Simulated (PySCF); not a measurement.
## Quadrupole coupling of N2: levels of theory against gas-phase measurements

Values to reproduce (atoms as numbered below): 14N at N1/N2: χzz = -5.3 MHz [1].
[1] measured, gas; W. C. Bailey, Calculation of NQCC in Gaseous State Molecules (compilation of microwave values)

Compound: N2.
Z-matrix (Å and degrees, PBE0-D3(BJ)/def2-SVP geometry), rows numbered from 1:
```
N 
N   1  1.0978
```

The species is `N#N` (N2).

How do the computed couplings compare?

PySCF, non-relativistic, all at one geometry, with Q(14N) = 0.02044 b, means over equivalent atoms:

```
              level  functions  14N N1/N2 (MHz)  computed/reference − 1 (%)
      B3LYP/6-31G-J         24           -4.501                       -15.1
          KT2/pcJ-1         54           -5.703                        +7.6
    CAM-B3LYP/pcJ-1         54           -5.821                        +9.8
        B3LYP/pcJ-2        102           -5.907                       +11.5
      PBE0/pcSseg-3        144           -5.925                       +11.8
   PBE0/aug-cc-pVDZ         46           -4.592                       -13.4
      PBE0/IGLO-III         70           -5.703                        +7.6
        B3LYP/pcJ-1         54           -5.765                        +8.8
          LDA/pcJ-1         54           -5.520                        +4.2
      B3LYP/cc-pVTZ         60           -5.890                       +11.1
B3LYP/aug-cc-pVTZ-J         92           -5.770                        +8.9
           HF/pcJ-1         54           -6.224                       +17.4
       B3LYP/6-31G*         28           -4.589                       -13.4
         PBE0/6-31G         18           -4.125                       -22.2
        B97-2/pcJ-1         54           -5.582                        +5.3
        PBE0/STO-3G         10           -1.208                       -77.2
```

Closest here is LDA/pcJ-1 (4.2 % unsigned error), furthest PBE0/STO-3G (77.2 %); one molecule doesn't rank methods. Computed values are for fixed nuclei, while measured ones can include vibrational averaging.
